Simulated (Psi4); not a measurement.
Process, species as SMILES: [SiH3][SiH3] (Si2H6) + [H][H] (H2) → 2 [SiH4] (SiH4)
B3LYP-D3(BJ)/def2-TZVP geometries, fixed; electronic energies without zero-point terms.
Largest species:
```
Si
H 1 1.4832
H 1 1.4832 2 108.63
H 1 1.4832 2 108.63 3 118.00
Si 1 2.3443 2 110.30 4 121.00
H 5 1.4832 1 110.30 2 180.00
H 5 1.4832 6 108.63 1 -121.00
H 5 1.4832 6 108.63 7 -118.00
```

Effect of the integral screening threshold at PBE/def2-TZVP with Psi4, against the last row, where the energy of full hydrogenation is -2.18 kcal/mol.

```tsv
setting	largest shift of a total energy (mEh)	shift of the energy of full hydrogenation (kcal/mol)
ints_tolerance: 1e-6	0.003	0.000
ints_tolerance: 1e-8	0.000	0.000
ints_tolerance: 1e-10	0.000	0.000
ints_tolerance: 1e-14	0.000	0.000
```

Within 0.02 kcal/mol in the energy of full hydrogenation: ints_tolerance: 1e-6; ints_tolerance: 1e-8; ints_tolerance: 1e-10. The largest shift is 0.003 mEh in a total energy and 0.000 kcal/mol in the difference.
